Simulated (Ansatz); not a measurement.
Input file:

```yaml
crystal:
  periodic: [false, false, false]
  atoms:
    - { symbol: B, position_ang: [0.0, 0.0, 0.0] }
    - { symbol: "N", position_ang: [0.0, 0.0, 1.9] }
    - { symbol: H, position_ang: [-0.877, -0.2713, 2.43] }
    - { symbol: H, position_ang: [0.877, 0.2713, 2.43] }
    - { symbol: H, position_ang: [1.0305, 0.0, -0.595] }
    - { symbol: H, position_ang: [-1.0305, 0.0, -0.595] }
    - { symbol: H, position_ang: [-0.1864, 1.4017, 0.4698] }
    - { symbol: H, position_ang: [-0.1534, 1.1538, 1.3606] }
basis:
  gaussian: { orbitals: def2-SVP }
hamiltonian:
  xc: b3lyp
relax:
  f_tol: 0.15
  max_steps: 25
  restrain:
    - { distance: [0, 6], at: 2.39, k: 30.0 }
    - { distance: [7, 1], at: 2.26, k: 30.0 }
    - { distance: [0, 1], at: 1.55, k: 30.0 }
    - { distance: [7, 6], at: 0.66, k: 30.0 }
```

Run as:

```bash
$ ansatz run input.yaml --threads 1 --pin off --max-ram 2048MiB --backend cpu --events-out ev --progress --plain --runs-dir out
```

Hardware: 1 thread of Arm Neoverse V1, with other jobs on the host.

Roughly how long does this run take, and how much memory?

15 s, with a peak of 0.11 GiB, for 10 ionic steps.
